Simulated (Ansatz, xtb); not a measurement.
Species: C2H6N, net charge -1, singlet state. It need not be the lowest isomer of its formula. Whether it binds its extra electron was not tested at this geometry. 
Coordinates optimised at B3LYP-D3(BJ)/def2-TZVP (Ansatz, a quantum-chemistry and plane-wave program):
```xyz
9

C     -0.0125    -0.1683     1.1439
N      0.0621     0.6509     0.0029
C     -0.0186    -0.1575    -1.1454
H      0.8026    -0.9570     1.2295
H      0.0468     0.4234     2.0723
H     -0.9615    -0.7887     1.2350
H      0.7960    -0.9453    -1.2428
H      0.0358     0.4430    -2.0685
H     -0.9681    -0.7770    -1.2373
```
Charge -1, spin multiplicity 1.

Harmonic wavenumbers from GFN2-xTB (xtb, at its own minimum), cm⁻¹: 253, 293, 398, 965, 1060, 1068, 1084, 1092, 1207, 1418, 1441, 1444, 1461, 1530, 1542, 2065, 2119, 2263, 2397, 2848, 2859.

Task: Give the harmonic wavenumbers at B3LYP-D3(BJ)/def2-TZVP (Ansatz, finite differences of forces, unscaled).

Result: 298, 341, 417, 959, 1089, 1097, 1133, 1198, 1206, 1405, 1414, 1415, 1437, 1468, 1484, 2451, 2461, 2525, 2612, 2919, 2925 cm⁻¹. Zero-point energy 46.1 kcal/mol.

Task: From these and the geometry, give the ideal-gas thermochemistry at 298.15 K and 1 atm (rigid rotor, harmonic oscillator).

Result: Point group C2v, rotational symmetry number 2. Rotational constants 38.62, 10.22, 8.993 GHz. S(trans) 37.28, S(rot) 20.65, S(vib) 4.00, S(elec, spin only) 0.00, S 61.9 cal/(mol K). H(298) - H(0) 3.17 kcal/mol; G - E(el) 30.8 kcal/mol.
